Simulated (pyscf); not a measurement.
F–Sn:–F [singlet] + NH₃ → H₂N–SnH(F)–F, an insertion (singlet surface; H–N broken, N–Sn, H–Sn formed). Structures and frequencies: ωB97X-D3(BJ)/def2-SVP in PySCF. Correlated levels are frozen-core, on RHF or UHF. ΔMP2 is the change of the MP2 total energy from the triple- to the quadruple-zeta basis. Energies in kcal/mol from the separated reactants.

Small-basis levels: PySCF, no dispersion term, spherical d functions. AM1 to PM7: differences of heats of formation from MOPAC. GFN2-xTB: tblite. 

| level | barrier | reaction energy |
|---|---|---|
| HF/6-31G*+LANL2DZ | 73.2 | +4.2 |
| MP2/6-31G*+LANL2DZ | 53.6 | -0.9 |
| SVWN5/6-31G*+LANL2DZ | 33.8 | -2.4 |
| BP86/6-31G*+LANL2DZ | … | +3.3 |
| B3LYP/6-31G*+LANL2DZ | 48.8 | +1.7 |
| M06-2X/6-31G*+LANL2DZ | 48.9 | -4.5 |
| B3LYP/6-311+G**+LANL2DZ | 54.4 | +8.7 |
| B3LYP/def2-SVP | 59.1 | +18.0 |
| GFN2-xTB | 75.6 | +52.4 |
| AM1 | 57.8 | +10.3 |
| PM3 | 49.7 | +16.4 |
| PM7 | … | -14.2 |
| CCSD(T)/def2-TZVPP + ΔMP2(QZVPP) | … | +11.5 |

Q: Complete the blanks.

A: 
- BP86/6-31G*+LANL2DZ, barrier: 42.4
- PM7, barrier: 36.2
- CCSD(T)/def2-TZVPP + ΔMP2(QZVPP), barrier: 58.2

Against the last row the barrier runs from -24.4 (SVWN5/6-31G*+LANL2DZ) to +17.4 kcal/mol (GFN2-xTB). CCSD(T)/def2-TZVPP + ΔMP2(QZVPP) has limits of its own. On the reactant side the descent ends in an adduct with a N–Sn contact, 24.9 kcal/mol under the separated species and 83.5 kcal/mol under the saddle at ωB97X-D3(BJ)/def2-TZVP. What is counted as formed (N–Sn) is already present as a longer contact in the reactant adduct; forming that adduct is a step of its own. This is the saddle that the search found; another between the same sides may lie lower. The CCSD(T) − MP2 part came from Ansatz, without density fitting, on the same reference. The frozen core leaves the outer d or s,p core shells of the metals and heavy elements correlated in the MP2 and CC values, and def2-TZVPP describes them poorly, which can shift differences by a few kcal/mol. Elements past Kr carry the def2 core potentials, without spin-orbit coupling.
